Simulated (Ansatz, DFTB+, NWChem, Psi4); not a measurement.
# Loss of H2: C2H4 → C2H2 + H2

Species: C2H4 (ethylene) `C=C`, singlet; C2H2 (acetylene) `C#C`, singlet; H2 (hydrogen), singlet. This is a balance of energies; it says nothing on the path, which may need atoms to shift.

Shapes, held fixed at every level: PBE0-D4/def2-TZVP. Programs: Ansatz 0.2.0, DFTB+ 25.1, NWChem 7.3.0, Psi4 1.11. The zero-point and thermal change to 298 K, harmonic and unscaled (PBE0-D4/def2-TZVP), is -28.8 kJ/mol.

**Question.** Estimate ΔH(298 K) of this reaction.

**Answer.** The highest level, CCSD(T)/CBS estimate, gives ΔH(298 K) = +177.3 kJ/mol; the levels span +170.0 to +288.5. DFTB1 strays far from the other rows. The column of differences is taken from that level and isn't an error. No measured value is set beside it here. The CBS estimate extrapolates MP2 from def2-TZVPP and def2-QZVPP and adds CCSD(T) − MP2 in the triple-zeta set, cores frozen; for H2 it overshoots the exact energy by about 1 mEh.

| level | kind | ΔH(298 K) (kJ/mol) | less CCSD(T)/CBS estimate |
| --- | --- | --- | --- |
| DFTB1 | semi-empirical | +288.5 | +111.2 |
| PBE0/def2-SVP | global hybrid | +216.7 | +39.4 |
| PBE0-D4/def2-TZVPP (density fitting) | global hybrid | +204.0 | +26.7 |
| B3LYP-D4/def2-TZVPP | global hybrid | +183.8 | +6.5 |
| PBE0-D4/def2-TZVPP | global hybrid | +204.0 | +26.7 |
| wB97M-V/def2-TZVPP | range-separated hybrid | +185.1 | +7.8 |
| MP2/def2-TZVPP | perturbation theory | +170.0 | -7.3 |
| CCSD(T)/def2-TZVPP (density fitting, density fitting for correlation) | coupled cluster or CI | +178.2 | +0.9 |
| CCSD(T)/CBS estimate | coupled cluster or CI | +177.3 | 0.0 |
